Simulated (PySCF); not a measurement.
NMR data simulated for an unnamed compound:

¹H NMR (400 MHz, computed): δ 4.43 (dd, J = 53.5, 5.8 Hz, 2H), 1.88 (d of sept of t, J = 11.8, 7.0, 5.8 Hz, 1H), 0.95 (dd, J = 7.0, 1.2 Hz, 6H).

¹³C{¹H} NMR (computed): δ 92.9 (CH2, d, J = 225.3 Hz), 33.9 (CH, d, J = 16.9 Hz), 20.0 (CH3, d, J = 4.7 Hz).

Computed data (PySCF): structure optimised with GFN2-xTB, shielding tensors at PBE0/pcSseg-1 (GIAO), B3LYP/pcJ-1 coupling constants (spin–dipole term only in couplings to heteroatoms). One conformer, relativity neglected, fast rotation and ring inversion assumed for equivalent nuclei, no solvent model.

δ = σ(ref) − σ, references computed at the same level: ¹H (σ = 31.72 ppm) and ¹³C (σ = 186.93 ppm) vs TMS.

Problem. Which of these does the molecule contain: a (CH3)2CH unit, a carboxylic acid, a methoxy group, a CF3 group?

Solution. 
- A (CH3)2CH unit: yes (δC 20.0, 33.9; δH 0.95 (dd), 1.88 (d of sept of t)).
- A carboxylic acid: no.
- A methoxy group: no.
- A CF3 group: no.

The data belong to `CC(C)CF`, C₄H₉F; they needn't prove each group on their own.

Carbon signals by region: 1 at 50–100 ppm, 2 below 50 ppm.

Common functionals overestimate the size of one-bond C–F couplings by tens of Hz; these are unscaled. Multiplet labels drop couplings under 1 Hz and merge nearly equal ones. Unscaled 3J(H,H) at this level run about 10 % above measured values. Shifts are as computed. Against solution values, carbons near 30 ppm lie about +3 ppm off and those near 130 ppm about +5 ppm. Of 1211 compounds with measured shifts, 218 miss one by over three times the rms of a fit or turn the order of signals round; such compounds aren't used in these exercises. Chain 3J(H,H) values assume equally populated staggered rotamers: (2 J gauche + J anti)/3. 3J across rotatable bonds or in flexible rings reflects this conformer alone.
